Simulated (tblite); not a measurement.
Species: C4H5ClN (charge -1).
SMILES with atom numbers: `[CH3:1][CH2:2][C-:3]([Cl:4])[C:5]#[N:6]` (hydrogens: H7, H8, H9 on C1; H10, H11 on C2)
Bond orders are those of one Lewis drawing.

Computed with GFN2-xTB (tblite), gas phase: nudged elastic band of 9 images (0 to 8), spring 0.2 eV/Å², climbing image at the end, force threshold 0.05 eV/Å. The top image wasn't refined or checked by frequencies; at this threshold it can lie a kcal/mol or more above the true saddle point of the method.

The band describes a rotation about C2–C3 (chain CH2 carbon, carbon bonded to 2 C and Cl), followed by the dihedral C1–C2–C3–C5, from the optimised start (-66°) to a second optimised geometry at 56°.

**Question.** Give the energy profile along the converged band.

**Answer.** 
```
image  dihedral (°)  E (eV)  C2–C3 (Å)  C1···C5 (Å)  largest true force (eV/Å)
    0           -66   0.000      1.502         3.17                       0.00
    1           -50   0.020      1.506         3.03                       0.04
    2           -36   0.062      1.509         2.94                       0.05
    3           -22   0.102      1.512         2.87                       0.04
    4            -7   0.121      1.513         2.83                       0.04
    5             9   0.112      1.512         2.82                       0.05
    6            25   0.086      1.511         2.85                       0.05
    7            42   0.061      1.509         2.91                       0.04
    8            56   0.051      1.509         2.98                       0.01
```

Barriers of this band. The top is image 4 at -7°: 0.121 eV forward and 0.070 eV back; the end lies 0.051 eV above the start. The central bond is 0.011 Å longer at the top than at the start.

**Question.** What rate follows at 298 K for crossing this barrier forward?

**Answer.** Taking the electronic barrier for the free energy of activation (no zero-point or entropy terms, transmission 1), rate = (kT/h)·exp(−ΔE/kT) ≈ 6 × 10^10 s⁻¹, whose inverse is 2 × 10^-11 s. An error of 1 kcal/mol in the barrier changes this by a factor of 5, and the method and the loose band can each miss by that much or more.

**Question.** How would the two end points share their population at 298 K, from these energies alone?

**Answer.** exp(−ΔE/kT) with ΔE = 0.051 eV gives 0.14 for the higher one (end) against 1 for the lower, without vibrational, rotational or degeneracy terms. GFN2-xTB can put conformers this close in the wrong order.

**Question.** How long is the path, and how are the images spaced?

**Answer.** Cartesian distances between aligned neighbours (all atoms, Å): 0.59, 0.56, 0.55, 0.55, 0.54, 0.54, 0.54, 0.51; the sum is 4.37 Å, and the top lies 52 % of the way along.

The cost below is that of the whole band run. The run took 1.5 s wall on an Arm Neoverse V2 with one thread (shared host), and the process peaked at 0.18 GiB of memory.
